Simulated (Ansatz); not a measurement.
`[NH2][Mg][F]` → F• + `[NH2][Mg]`• at 600 K and 1 bar (homolysis of the F–Mg bond).

Calculated with Ansatz (gas phase, PBE0-D4/def2-TZVP geometries, no zero-point term in ΔE). CCSD(T)/CBS is the MP2 limit (def2-TZVPP, def2-QZVPP) plus CCSD(T) − MP2 in def2-TZVPP, frozen cores. This one scheme is used for every species, atoms too. No spin–orbit coupling; open shells (•) take unrestricted orbitals. Spin–orbit coupling would lower the free atoms: a little for F. For Mg outer-core shells are correlated without core-valence functions, so the limit isn't a true one: a few kJ/mol of doubt a bond, and 10 to 20 or more in all where bonds break to atoms. One conformer a species, not always the lowest.

```
       species  CCSD(T)/CBS energy (Eh)  H − E (kJ/mol)  S (J/(mol·K))
`[NH2][Mg][F]`               -355.68386           106.4          330.3
            F•                -99.66871            12.5          175.0
  `[NH2][Mg]`•               -255.78201            89.4          285.9
```

H − E and S are ideal-gas, rigid-rotor, harmonic terms from PBE0-D4/def2-TZVP, for one conformer and one mirror image of each species, with the whole ground term of open shells counted as degenerate. 1 Eh = 2625.50 kJ/mol, R = 8.31446 J/(mol·K).

Q: By hand: ΔE, ΔH, ΔS and ΔG.

A: ΔE = (-99.66871) + (-255.78201) − (-355.68386) = 0.23314 Eh = 612.1 kJ/mol. Δ(H − E) = 12.5 + 89.4 − 106.4 = -4.5, so ΔH = 607.6 kJ/mol. ΔS = 175.0 + 285.9 − 330.3 = 130.6 J/(mol·K). ΔG = 607.6 − 600 × (130.6)/1000 = 529.2 kJ/mol.

Q: By hand: the equilibrium constant, and the temperature at which ΔG would vanish if ΔH and ΔS stayed fixed.

A: log₁₀ K = −ΔG/(RT ln 10) = -46.1. ΔG = 0 at ΔH/ΔS = 4652 K, far beyond where these terms or the molecules hold.

The number of gas molecules changes by +1, which sets the sign of ΔS. A doubt of 5 kJ/mol in ΔE shifts log₁₀ K by 0.4 here. Other conformers and mirror images would add mixing entropy, several J/(mol·K) or more a flexible species. These are equilibria of isolated gas molecules and say nothing of rates. Largest T1 diagnostic: 0.011 (customary marks: 0.02 for closed shells, 0.045 for open ones).
